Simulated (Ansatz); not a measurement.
Changing the shape of C3H4, singlet

Program: Ansatz, Gaussian basis, development build. Basis cc-pVDZ, nonrelativistic, no frozen core; active space CAS(4,4). Restricted Hartree–Fock, then the lowest state-specific CASSCF solution met for each case. Single-reference values can break down or jump between states where bonds are stretched. Unlike active orbitals can shift such differences by tenths of an eV, at times by over 1 eV.

Case A:

```xyz
7

C     0.0000    0.0000    0.0000
C     0.0000    0.0000    1.3112
C     0.0000    0.0000   -1.3112
H     0.3547    0.8562    1.8766
H    -0.3547   -0.8562    1.8766
H     0.3547   -0.8562   -1.8766
H    -0.3547    0.8562   -1.8766
```

Case B:

```xyz
7

C     0.0000    0.2543   -1.0808
C     0.0000    0.3705    1.0696
C     0.0000   -0.5746    0.1753
H     0.9124    0.3355   -1.6733
H    -0.9124    0.3355   -1.6733
H     0.0000    0.6776    2.1033
H     0.0000   -1.6497    0.2584
```

Case C:

```csv
atom,x (Å),y (Å),z (Å)
C,0.0000,0.0000,0.0000
C,0.0000,0.0000,1.3112
C,0.0000,0.0000,-1.3112
H,0.0000,0.9268,1.8766
H,0.0000,-0.9268,1.8766
H,0.9268,0.0000,-1.8766
H,-0.9268,0.0000,-1.8766
```

Case D:

```xyz
7

C     0.0000    0.0000    0.8583
C     0.0000   -0.6505   -0.4988
C     0.0000    0.6505   -0.4988
H     0.9124    0.0000    1.4564
H    -0.9124    0.0000    1.4564
H     0.0000   -1.5841   -1.0385
H     0.0000    1.5841   -1.0385
```

Energy less that of case A, in eV:

| case | RHF/ROHF | CASSCF |
| --- | --- | --- |
| B | +2.961 | +1.846 |
| C | -0.840 | -0.768 |
| D | +0.240 | +0.238 |

Task: Give the SC-NEVPT2 energies against case A.

Result: B: +2.079 eV; C: -0.753 eV; D: +0.472 eV.

Task: Which case is lowest, and do the methods agree?

Result: C is lowest in SC-NEVPT2. Of the methods shown, RHF/ROHF, CASSCF agree.
